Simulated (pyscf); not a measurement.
GeH₃• + NH₃ -> H₂N–GeH₂• + H₂, a four-centre exchange (doublet surface; Ge–H, H–N broken, Ge–N, H–H formed). Structures and frequencies: ωB97X-D3(BJ)/def2-SVP in PySCF. Energies in kcal/mol from the separated reactants.

Small-basis levels: PySCF, no dispersion term, spherical d functions. AM1 to PM7: differences of heats of formation from MOPAC, which are fitted to 298 K values and so differ in kind from electronic energies by zero-point and thermal terms. Open shells are spin-unrestricted. 

```json
[
 {"level": "BP86/6-31G*+LANL2DZ", "barrier": "31.7", "reaction energy": "0.0"},
 {"level": "B3LYP/3-21G", "barrier": "17.9", "reaction energy": "-16.8"},
 {"level": "B3LYP/LANL2DZ", "barrier": "31.7", "reaction energy": "-3.3"},
 {"level": "M06-2X/6-31G*+LANL2DZ", "barrier": "34.5", "reaction energy": "-1.8"},
 {"level": "PBE/def2-SVP", "barrier": "27.3", "reaction energy": "+0.6"},
 {"level": "PM3", "barrier": "33.9", "reaction energy": "-28.3"},
 {"level": "PM6", "barrier": "33.9", "reaction energy": "-32.9"},
 {"level": "ωB97M-D3(BJ)/def2-TZVP", "barrier": "39.3", "reaction energy": "+3.1"}
]
```

Against the last row the barrier runs from -21.4 (B3LYP/3-21G) to -4.8 kcal/mol (M06-2X/6-31G*+LANL2DZ). ωB97M-D3(BJ)/def2-TZVP has limits of its own. The same reactants have a lower exit, to GeH₄ + NH₂• (barrier +28.0 kcal/mol at ωB97M-D3(BJ)/def2-TZVP, against +39.3 kcal/mol here). This is the saddle that the search found; another between the same sides may lie lower. In the def2 sets elements up to Kr have no core potential.
